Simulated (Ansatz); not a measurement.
**SiNH2 (doublet): from Hartree-Fock to the top rungs, cc-pVTZ**

How much of the correlation energy of SiNH2 (doublet) does each wave-function method recover here?

Method: cc-pVTZ, core rule «outside noble gas», up to 6 orbitals frozen; program: Ansatz 0.2.0, Gaussian basis.

The runs, in order: UHF; CCSD(T) on ROHF; CCSD(T) on UHF; BCCD(T) on ROHF; CCSDT(Q) on ROHF; CCSDT(Q) on UHF; CASSCF and MRCISD+Q, 11 electrons in 10 orbitals; CASSCF and NEVPT2, 11 electrons in 10 orbitals.

3 further runs of the same task are left out: 3 set aside as unsound or not needed.

## (1) The system

The geometry is a PBE0/def2-TZVP stationary point (not a proven minimum).

4 atoms, charge 0, spin multiplicity 2.

Atoms are counted from 1 here; the program's logs count them from 0.

Bond lengths: Si1–N2 1.638 Å, Si1–H3 1.482 Å, Si1–H4 1.482 Å. Angles: N2–Si1–H3 122.4°, N2–Si1–H4 122.4°, H3–Si1–H4 115.2°.

## (2) UHF

Input file in.yaml:

```yaml
crystal:
  periodic: [false, false, false]
  atoms:
    - {symbol: Si, position_ang: [0.000000, 0.000000, 0.483733]}
    - {symbol: N, position_ang: [0.000000, 0.000000, -1.153819]}
    - {symbol: H, position_ang: [0.000000, 1.251593, 1.277509]}
    - {symbol: H, position_ang: [0.000000, -1.251594, 1.277509]}
basis:
  gaussian: {orbitals: cc-pVTZ}
magnetization: {spin_polarized: true, initial_magnetization: 1}
hamiltonian: {xc: hf}
output: {orbitals: {seedname: orbitals}}
```

Command:

```bash
$ ansatz run in.yaml --threads 1 --pin off --events-out ev --progress --plain --max-ram 2816MiB --backend cpu
```

After this run come: CCSD(T) on ROHF; CCSD(T) on UHF; BCCD(T) on ROHF; CCSDT(Q) on ROHF; CCSDT(Q) on UHF; CASSCF and MRCISD+Q, 11 electrons in 10 orbitals; CASSCF and NEVPT2, 11 electrons in 10 orbitals.

Q: Predict the results of all the runs planned. Wanted: RCCSDT(Q) below the RHF energy; RMP2 from RCCSDT(Q); UMP2 from RCCSDT(Q); RCCSD from RCCSDT(Q); RCCSD(T) from RCCSDT(Q); UCCSD(T) from RCCSDT(Q); UCCSDT(Q) from RCCSDT(Q); NEVPT2 valence from RCCSDT(Q); MRCISD+Q valence from RCCSDT(Q).

As calculated:

| quantity | value |
| --- | --- |
| RCCSDT(Q) below the RHF energy | -9.1333 eV |
| RMP2 from RCCSDT(Q) | +1217.1 meV |
| UMP2 from RCCSDT(Q) | +1716.4 meV |
| RCCSD from RCCSDT(Q) | +476.9 meV |
| RCCSD(T) from RCCSDT(Q) | +67.2 meV |
| UCCSD(T) from RCCSDT(Q) | +99.6 meV |
| UCCSDT(Q) from RCCSDT(Q) | -7.6 meV |
| NEVPT2 valence from RCCSDT(Q) | +1260.1 meV |
| MRCISD+Q valence from RCCSDT(Q) | +65.1 meV |
| levels within 1 kcal/mol (43 meV) | RCCSDT, UCCSDT, UCCSDT(Q) |
| T1 diagnostic | 0.031 |
| effectively unpaired electrons | 1.08 |

In words: RCCSD(T) lands +67.2 meV from the yardstick (0.7 % of the correlation energy). CCSD(T) misses by +67.2 meV on the restricted determinant and by +99.6 meV on the unrestricted one; the two need not hold the same state or core. One determinant dominates. Of the multireference levels listed MRCISD+Q valence comes nearest in total energy (+65.1 meV), which doesn't show that its space is the better one. These misses are within one basis, not against nature; the frozen cores of restricted and unrestricted runs differ, which can shift their rows.
